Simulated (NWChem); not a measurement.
nitrogen trifluoride (NF3); SMILES FN(F)F

```xyz
4

F      0.8608     0.8608    -0.1216
N      0.0000     0.0000     0.4667
F     -1.1759     0.3151    -0.1216
F      0.3151    -1.1759    -0.1216
```
Atoms are numbered in this order, from 1.

Computed with NWChem. Geometry optimised at PBE0/def2-SVP; all other runs use it. 

```json
[
 {"quantity": "dipole in solution (D) in n-hexane", "level": "PBE0/def2-SVP, SMD", "value": "0.06"},
 {"quantity": "isotropic polarisability (bohr³), static", "level": "PBE/def2-SVPD", "value": "?"},
 {"quantity": "vertical ionisation energy, ΔSCF (eV)", "level": "PBE/def2-SVP", "value": "12.57"},
 {"quantity": "vertical, lowest excitation, singlet (eV)", "level": "PBE/def2-SVPD, TDA", "value": "?"},
 {"quantity": "dipole (D)", "level": "PBE0/def2-SVP", "value": "0.06"},
 {"quantity": "highest harmonic frequency (cm⁻¹)", "level": "PBE0/def2-SVP", "value": "?"}
]
```

Task: Some entries are withheld; supply them.

Result: 
- isotropic polarisability (bohr³), static, value: 18.8
- vertical, lowest excitation, singlet (eV), value: 8.04
- highest harmonic frequency (cm⁻¹), value: 1106
